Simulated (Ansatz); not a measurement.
**Property card for PtS2**

Computed with Ansatz, DFT r2SCAN, scalar-relativistic, plane waves, PAW.

Plane waves to 500 eV, a k mesh through Γ of 12×12×6 on the computed 3-atom cell and Gaussian smearing (0.02 eV); no spin polarisation.

The structure is relaxed at this level of theory with its symmetry kept.

```cif
data_structure
_symmetry_space_group_name_H-M 'P-3m1'
_symmetry_Int_Tables_number 164
_cell_length_a 3.5476
_cell_length_b 3.5476
_cell_length_c 5.6141
_cell_angle_alpha 90.000
_cell_angle_beta 90.000
_cell_angle_gamma 120.000
_cell_volume 61.19
loop_
_atom_site_label
_atom_site_type_symbol
_atom_site_symmetry_multiplicity
_atom_site_Wyckoff_symbol
_atom_site_fract_x
_atom_site_fract_y
_atom_site_fract_z
_atom_site_occupancy
Pt1 Pt 1 a 0.00000 0.00000 0.00000 1
S1 S 2 d 0.33333 0.66667 0.21975 1
```

| Item | Value |
| --- | --- |
| Space group | P-3m1 (No. 164) |
| Volume per atom | 137.6 bohr³ |
| Formation energy from the elements' standard states (uncorrected) | -0.449 eV/atom |
| Generalised Kohn–Sham band gap | 1.23 eV, indirect from (0.000, 0.182, 0.190) to (0.000, 0.266, 0.315) |
| Löwdin character of the top 1 eV of the valence band | S 3p 75 %, Pt 5d 22 % |
| Löwdin character of the lowest 1 eV of the conduction band | S 3p 58 %, Pt 5d 33 %, unprojected 4 % |
| Electron masses at the edge by Cartesian direction of the standard setting (m_e; degenerate bands sorted by energy; no spin-orbit coupling) | x: 0.54; y: 0.23; z: 0.48 |
| Hole masses at the edge by Cartesian direction of the standard setting (m_e; degenerate bands sorted by energy; no spin-orbit coupling) | x: 1.5; y: 0.61; z: 0.96 |
| Bader charges (e) | Pt (1 in the cell) 0.54, S (2 in the cell) -0.27 |

Spin-orbit coupling is left out, which matters for the bands of heavy elements. Each cell of PtS2 holds layers, and where no dispersion correction was added their binding is poorly described.

Cost: 8 runs of about 6.3 core-minutes in all, on Arm Neoverse V2 (shared hosts).